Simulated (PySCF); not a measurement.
Start geometry of allene (`C=C=C`) from MMFF94s (Å):
```
atom  x, y, z in Å
C1     1.3584   -0.0682    0.0122
C2    -0.0170   -0.0136   -0.0065
C3    -1.3578   -0.0154   -0.0256
H4     1.9539   -0.6529   -0.6576
H5     1.8374    0.6636    0.6143
H6    -1.8661    0.6505   -0.6768
H7    -1.8169   -0.6661    0.6714
```

Task: What comes out of this run: PBE0-D3(BJ)/def2-SVP geometry optimisation, gas phase in PySCF?

Result: 
```
atom  x, y, z in Å
C1     1.304    0.162   -0.122
C2     0.013   -0.015   -0.010
C3    -1.278   -0.192    0.103
H4     1.898   -0.425   -0.831
H5     1.829    0.903    0.489
H6    -1.983    0.381   -0.509
H7    -1.692   -0.916    0.812
```

The energy falls by 0.326 eV over 7 energy and gradient evaluations, the largest force component goes from 0.0947 to 1.2e-04 Eh/bohr, and the atoms move by 0.054 Å rms after alignment. The bond that changes most is C1=C2 (outer carbon of cumulated double bonds to central carbon of cumulated double bonds), which shortens by 0.069 Å. Bonds longer at the end by more than 0.005 Å: 4 of 6; shorter: 2. Among the angles that change most is H6–C3–H7, from 125.6° to 117.6°. Rotational constants go from 144631, 8414, 8398 to 142843, 8870, 8870 MHz. The orientation of the end geometry is arbitrary; only internal coordinates are fixed.

The run used 62 basis functions and 43 SCF cycles in all. On one thread of an Intel Xeon Platinum 8259CL at 2.50 GHz, on a shared host, this took 8.9 s wall and 0.28 GiB of memory at its peak.

PBE0-D3(BJ)/def2-SVP frequencies: not computed here.
